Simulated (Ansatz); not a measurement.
in.yaml

```yaml
crystal:
  periodic: [false, false, false]
  atoms:
    - {symbol: B, position_ang: [0.000000, 0.000000, 0.095674]}
    - {symbol: C, position_ang: [0.000000, 0.000000, -1.368483]}
    - {symbol: H, position_ang: [0.000000, 0.000000, 1.272810]}
basis:
  gaussian: {orbitals: aug-cc-pVDZ}
magnetization: {spin_polarized: true, initial_magnetization: 2}
correlation: {method: ccsd_t, electrons: valence}
accuracy: high
scf: {lower_state_search: off}
```

```sh
$ ansatz run in.yaml --threads 1 --pin off --events-out ev --progress --plain --max-ram 2393MiB
```

Q: Roughly how long does this take on 1 thread of Arm Neoverse N1, shared host, and how much host memory?

A: 3.8 s wall and 0.25 GiB.

```
these checks for a lower state are left out or cut short: stability, starts, cluster_reference, orbital_swaps, neighbouring_geometries, increment
943 factors; integrals over basis functions are off by at most 3.4e-9 eV
mean field evaluation 1: about -1712.1617 eV, gradient 1.1e1 eV
mean field evaluation 2: about -1712.1625 eV, gradient 1.1e1 eV
mean field evaluation 4: about -1713.2012 eV, gradient 1.5e0 eV
mean field evaluation 8: about -1713.2412 eV, gradient 2.0e-3 eV
mean field -1713.24120962 eV, -62.9604531769 hartree, gradient 2.4e-8 eV, S^2 2.010695; 0 other end points of the search recorded, 0 dependent functions left out
2 core orbitals not correlated: weight in the atoms' cores, before any rotation towards them, 1.000 or more for the frozen orbitals, at most 0.000 for the correlated occupied ones
reference -1713.24120962 eV, -62.9604531769 hartree; 5, 3 occupied and 48, 50 virtual orbitals, 943 factors
second order -4.08555958 eV of doubles, -0.00000000 eV of singles
cycle   1  -4.68215011 eV  change   -6.0e-1 eV  update   6.1e-2
cycle   2  -4.91264940 eV  change   -2.3e-1 eV  update   2.4e-2
cycle   3  -4.92974727 eV  change   -1.7e-2 eV  update   7.6e-3
cycle   4  -4.92844482 eV  change    1.3e-3 eV  update   2.8e-3
cycle   5  -4.92842216 eV  change    2.3e-5 eV  update   1.1e-3
cycle   6  -4.92861288 eV  change   -1.9e-4 eV  update   3.7e-4
cycle   7  -4.92865671 eV  change   -4.4e-5 eV  update   1.5e-4
cycle   8  -4.92867343 eV  change   -1.7e-5 eV  update   5.5e-5
cycle   9  -4.92867145 eV  change    2.0e-6 eV  update   2.3e-5
cycle  10  -4.92866732 eV  change    4.1e-6 eV  update   8.9e-6
cycle  11  -4.92866776 eV  change   -4.4e-7 eV  update   3.6e-6
cycle  12  -4.92866786 eV  change   -1.0e-7 eV  update   1.5e-6
cycle  13  -4.92866849 eV  change   -6.3e-7 eV  update   5.8e-7
cycle  14  -4.92866863 eV  change   -1.4e-7 eV  update   2.0e-7
cycle  15  -4.92866865 eV  change   -1.8e-8 eV  update   7.3e-8
cycle  16  -4.92866866 eV  change   -2.2e-9 eV  update   3.9e-8
cycle  17  -4.92866865 eV  change    8.7e-9 eV  update   2.3e-8
cycle  18  -4.92866846 eV  change    1.9e-7 eV  update   6.6e-8
cycle  19  -4.92866845 eV  change    1.1e-8 eV  update   2.0e-8
cycle  20  -4.92866845 eV  change    1.8e-9 eV  update   7.0e-9
cycle  21  -4.92866845 eV  change   -2.0e-9 eV  update   2.7e-9
cycle  22  -4.92866845 eV  change  -9.7e-10 eV  update   1.1e-9
cycle  23  -4.92866845 eV  change  -2.3e-10 eV  update  4.8e-10
perturbative correction -0.17364646 eV, -0.0063813896 hartree
Total energy: -1718.34352453 eV, -63.1479597913 hartree
Checks for a lower state left out: stability, starts, cluster_reference, orbital_swaps, neighbouring_geometries, increment
```
